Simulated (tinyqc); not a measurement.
Coupled-perturbed Hartree-Fock on RHF in the sto-3g basis, for CH3+, spin multiplicity 1, step by step. One step of it, computed by the program tinyqc.

Task: Response to a field: uncoupled start. Field along y; U_ai = -mu_ai / (e_a - e_i), alpha = -4 sum U_ai mu_ai.

orbital energies (hartree): MO1 -11.617730, MO2 -1.318079, MO3 -0.999090, MO4 -0.998848, MO5 -0.262696, MO6 0.300310, MO7 0.360558, MO8 0.361233

dipole integrals <a|y|i> (bohr), order a5, a6, a7, a8:
$$\begin{pmatrix}
0.000000 & 0.000000 & 0.000000 & -0.011157 \\
0.000000 & 0.000000 & 0.000000 & -0.670491 \\
0.077888 & -0.220177 & 0.634850 & 0.000000 \\
0.000000 & 0.000000 & 0.000000 & 0.631915
\end{pmatrix}$$

Give: uncoupled U; uncoupled polarisability.

Result:

uncoupled U, order a5, a6, a7, a8:
$$\begin{pmatrix}
0.000 & 0.000 & 0.000 & 0.015 \\
0.000 & 0.000 & 0.000 & 0.516 \\
-0.007 & 0.131 & -0.467 & 0.000 \\
0.000 & 0.000 & 0.000 & -0.465
\end{pmatrix}$$

uncoupled polarisability = 3.862 bohr^3
